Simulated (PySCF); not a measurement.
Process, species as SMILES: C#N (CH-N) → [C-]#[NH+] (C-NH)
B3LYP-D3(BJ)/def2-TZVP geometries, fixed; electronic energies without zero-point terms.

Effect of the atomic grid (radial, angular points) at M06-2X/aug-cc-pVTZ with PySCF, against the last row, where the isomerisation energy is 12.89 kcal/mol. Cost is core time over that of atom_grid: 50, 194, unpruned, rough, on shared machines of one kind; a dash marks a row that isn't timed (too short, read off another run, short of memory, by another algorithm or on other hardware).

| setting | grid points, largest species | largest shift of a total energy (mEh) | shift of the isomerisation energy (kcal/mol) | cost |
|---|---|---|---|---|
| atom_grid: 30, 110, unpruned | 9904 | -1.142 | -0.068 | - |
| atom_grid: 50, 194, unpruned | 29104 | -0.015 | 0.003 | 1× |
| atom_grid: 75, 302, unpruned | 67952 | 0.006 | -0.006 | 2× |
| atom_grid: 99, 590, unpruned | 175232 | -0.001 | -0.001 | 5× |
| atom_grid: 150, 974, unpruned | 438304 | 0.000 | 0.000 | 10× |

Within 0.05 kcal/mol in the isomerisation energy: atom_grid: 50, 194, unpruned; atom_grid: 75, 302, unpruned; atom_grid: 99, 590, unpruned. The largest shift is 1.142 mEh in a total energy and 0.068 kcal/mol in the difference.
